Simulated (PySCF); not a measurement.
## Excitation energies in several basis sets

Species: cyclopropenone, C3H2O.
Structure used (PBE0-D3(BJ)/def2-SVP), in Å, numbered top down from 1:
```xyz
6
C3H2O angstrom
O      2.0614   -0.1023    0.0734
C      0.8663   -0.0520    0.0237
C     -0.4237   -0.6703   -0.0452
C     -0.3680    0.6737   -0.0124
H     -1.0987   -1.5281   -0.0930
H     -0.9741    1.5829   -0.0158
```

TDDFT with PBE0 (PySCF), vertical singlets, core orbitals frozen in the response, spherical d and f functions. Isolated species at its PBE0-D3(BJ)/def2-SVP geometry, gas phase.

| basis | functions | diffuse | S1 (eV) | S2 (eV) | S3 (eV) | S4 (eV) | S5 (eV) | LUMO (eV) | α (au) |
| --- | --- | --- | --- | --- | --- | --- | --- | --- | --- |
| 6-31G* | 60 | no | 4.31 | 5.82 | 6.71 | 7.79 | 8.36 | -0.78 | 27.9 |
| def2-SVP | 66 | no | 4.19 | 5.75 | 6.62 | 7.73 | 7.89 | -1.07 | 28.8 |
| def2-SVPD | 99 | yes | 4.19 | 5.62 | 6.54 | 6.84 | 7.23 | -1.29 | 34.7 |
| def2-TZVP | 136 | no | 4.18 | 5.68 | 6.51 | 7.53 | 7.66 | -1.20 | 33.0 |

**Question.** Compare the sets with the largest diffuse one.

**Answer.** States are compared by their number. Against the only diffuse basis here (def2-SVPD, itself not a converged limit), sets without diffuse functions differ by up to 0.12 eV in S1 and 1.13 eV in S5. State by state, the largest deviation of a set without diffuse functions is S1 0.12, S2 0.20, S3 0.17, S4 0.95, S5 1.13 eV. The same number needn't mean the same state in each row. Against def2-SVPD the polarisability deviates by -20% in 6-31G*, -17% in def2-SVP, -5% in def2-TZVP.
